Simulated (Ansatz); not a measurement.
The cluster BO₂H. The state is a singlet with charge 0. Geometry relaxed at PBE0-D4/def2-TZVP.

Cartesian coordinates in Å:
```
B 0.084 -0.306 0.398
O 0.087 0.825 -0.287
O 0.103 -1.316 1.065
H -0.274 0.798 -1.176
```

The structure comes from a short search, and lower isomers may exist.

Question: Estimate the harmonic wavenumbers at RKS PBE0-D4/def2-TZVP (Ansatz, unscaled). Is this a minimum?

Answer: 463, 520, 937, 1041, 2114, 3903 cm⁻¹. Yes, no mode is imaginary beyond noise. Zero-point energy 53.7 kJ/mol. It took 5.5 s on 4 threads of Arm Neoverse V2 on a shared host.
